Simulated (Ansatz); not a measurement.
[GeH3···H···NH], triplet along the distance Ge1-H5

Starting geometry:

```xyz
7

Ge   -0.5412    0.0110    0.0000
H    -1.0527    1.4576    0.0000
H    -1.0527   -0.7123    1.2528
H    -1.0527   -0.7123   -1.2528
H     0.9931    0.0110    0.0000
N     2.7458    0.0110    0.0000
H     3.0148   -0.9932    0.0000
```

From there H5 is moved from one fragment to the other while all else, the fragments' distance too, stays fixed, so the hump isn't the reaction's barrier; atoms are numbered as listed. Energies are in kcal/mol, counted from the starting geometry at the same level. Kohn–Sham curves are unrestricted where that lies lower.

Basis cc-pVDZ; Ansatz 0.2.0. Only valence electrons are correlated (noble-gas cores and the filled d shells of p-block atoms frozen). R marks a restricted (for open shells ROHF) determinant, U an unrestricted one. No spin–orbit coupling is included, and no scalar relativity.

Full CI isn't at hand for all of this; UCCSDT(Q) serves as the reference, and is uncertain by about the last step of the cluster series.

| distance Ge1-H5 (Å) | wB97M-V |
| --- | --- |
| 1.534 | 0.0 |
| 1.636 | 1.5 |
| 1.840 | 5.5 |
| 2.043 | -1.1 |
| 2.247 | -9.8 |

Question: Estimate the UCCSDT(Q) curve in cc-pVDZ from this one, knowing how wB97M-V errs.

Answer: The computed UCCSDT(Q) values, in kcal/mol from the starting point, and the error of wB97M-V against them:
```json
{"distance Ge1-H5 (Å)": "1.534", "UCCSDT(Q)": "0.0", "wB97M-V less UCCSDT(Q)": "0.0"}
{"distance Ge1-H5 (Å)": "1.636", "UCCSDT(Q)": "2.1", "wB97M-V less UCCSDT(Q)": "-0.5"}
{"distance Ge1-H5 (Å)": "1.840", "UCCSDT(Q)": "7.7", "wB97M-V less UCCSDT(Q)": "-2.1"}
{"distance Ge1-H5 (Å)": "2.043", "UCCSDT(Q)": "2.1", "wB97M-V less UCCSDT(Q)": "-3.3"}
{"distance Ge1-H5 (Å)": "2.247", "UCCSDT(Q)": "-6.6", "wB97M-V less UCCSDT(Q)": "-3.2"}
```

The error spans 3.3 kcal/mol and is largest, -3.3 kcal/mol, at 2.043 Å.

In so small a basis the reference is far from its limit while semilocal and hybrid functionals are nearer theirs, so the functionals' errors here hold much of the reference's basis and frozen-core error, which can add to them or hide them.
